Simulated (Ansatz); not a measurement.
The input, for Ansatz 0.2.0:

```yaml
crystal:
  periodic: [false, false, false]
  atoms:
    - {symbol: Al, position_ang: [0.000000, -0.081043, 0.521510]}
    - {symbol: Na, position_ang: [0.000000, -0.811627, -2.363145]}
    - {symbol: H, position_ang: [0.000000, 0.892670, 1.841634]}
basis:
  gaussian: {orbitals: cc-pVDZ}
magnetization: {spin_polarized: true, initial_magnetization: 1}
hamiltonian: {xc: {name: r2SCAN}}
output: {forces: true}
```

```sh
$ ansatz run in.yaml --threads 1 --pin off --events-out ev --progress --plain --max-ram 2393MiB
```

**Question.** Roughly how long does this take on 1 thread of Arm Neoverse V1, shared host, and how much host memory?

**Answer.** 14 s wall and 0.17 GiB.

```
391 factors; integrals over basis functions are off by at most 1.1e-3 eV
mean field evaluation 1: about -11024.9293 eV, gradient 8.2e0 eV
mean field evaluation 2: about -11023.8146 eV, gradient 1.1e1 eV
mean field evaluation 4: about -11026.0540 eV, gradient 9.4e-1 eV
mean field evaluation 8: about -11026.0674 eV, gradient 3.7e-2 eV
mean field evaluation 16: about -11026.0674 eV, gradient 3.9e-4 eV
mean field evaluation 32: about -11025.8676 eV, gradient 1.5e-6 eV
mean field evaluation 64: about -11025.6343 eV, gradient 9.2e-1 eV
mean field -11026.06744669 eV, -405.2005049289 hartree, gradient 7.1e-6 eV, S^2 0.762662; 9 other end points of the search recorded, 0 dependent functions left out
the calculation of the forces begins
reference -11026.06748265 eV, -405.2005062505 hartree; 13, 12 occupied and 28, 29 virtual orbitals, 391 factors
Total energy: -11026.06748265 eV, -405.2005062505 hartree
Atom 0 at     0.000000    -0.081043     0.521510 Å, force     0.000000    -0.317588     0.052723 eV/Å
Atom 1 at     0.000000    -0.811627    -2.363145 Å, force    -0.000000     0.149994     0.093937 eV/Å
Atom 2 at     0.000000     0.892670     1.841634 Å, force    -0.000000     0.167595    -0.146660 eV/Å
Dipole moment:    -0.000000    -0.513563    -0.953009 e Å
```

Forces (eV/Å):
```
Al   0.000 -0.318  0.053
Na   0.000  0.150  0.094
H    0.000  0.168 -0.147
```
